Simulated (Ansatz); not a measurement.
The input, for Ansatz 0.2.0:

```yaml
crystal:
  periodic: [false, false, false]
  atoms:
    - {symbol: B, position_ang: [-0.203235, 0.000015, 0.157532]}
    - {symbol: H, position_ang: [0.550908, 0.953646, -1.754649]}
    - {symbol: H, position_ang: [1.078192, -0.000085, 1.819632]}
    - {symbol: H, position_ang: [0.550761, -0.953727, -1.754650]}
basis:
  gaussian: {orbitals: cc-pVDZ, fitting: {mean_field: def2-universal-jkfit}}
magnetization: {spin_polarized: false, initial_magnetization: 2}
correlation: {method: fic_nevpt4_sd, electrons: outside_noble_gas, active_space: {window: {electrons: 4, orbitals: 3}}}
accuracy: high
```

```sh
$ ansatz run in.yaml --threads 1 --pin off --events-out ev --progress --plain --max-ram 2393MiB
```

Log:

```
129 factors; integrals over basis functions are off by at most 5.8e-1 eV
mean field evaluation 1: about -706.6689 eV, gradient 7.7e0 eV
mean field evaluation 2: about -707.1118 eV, gradient 3.5e0 eV
mean field evaluation 4: about -707.3020 eV, gradient 9.0e-1 eV
mean field evaluation 8: about -707.4563 eV, gradient 2.1e-1 eV
mean field evaluation 16: about -707.4569 eV, gradient 7.2e-4 eV
mean field evaluation 32: about -706.6689 eV, gradient 7.7e0 eV
mean field -707.92912654 eV, -26.0159155488 hartree, gradient 1.2e-8 eV, S^2 2.000000; 4 other end points of the search recorded, 0 dependent functions left out
reference -707.92912654 eV, -26.0159155488 hartree; 5, 3 occupied and 24, 26 virtual orbitals, 129 factors
state -707.92912654 eV, -26.0159155488 hartree
state -707.92912654 eV, -26.0159155488 hartree; corrected -710.86682492 eV, -26.1238739730 hartree
state -707.56686292 eV, -26.0026026064 hartree
state -707.56686292 eV, -26.0026026064 hartree; corrected -710.85700231 eV, -26.1235129988 hartree
state -707.92912654 eV, -26.0159155488 hartree; corrected -710.86682492 eV, -26.1238739730 hartree
WARN: 1 active orbitals are nearly empty or full. The corrections depend on them more than the energy does, and are more stable in an active space without them
Total energy: -710.86682492 eV, -26.1238739730 hartree
```

Natural occupations: 2.0000 1.0000 1.0000.

Ran on 1 thread of Arm Neoverse V2, shared host: 0.45 s wall, 0.17 GiB peak host memory.
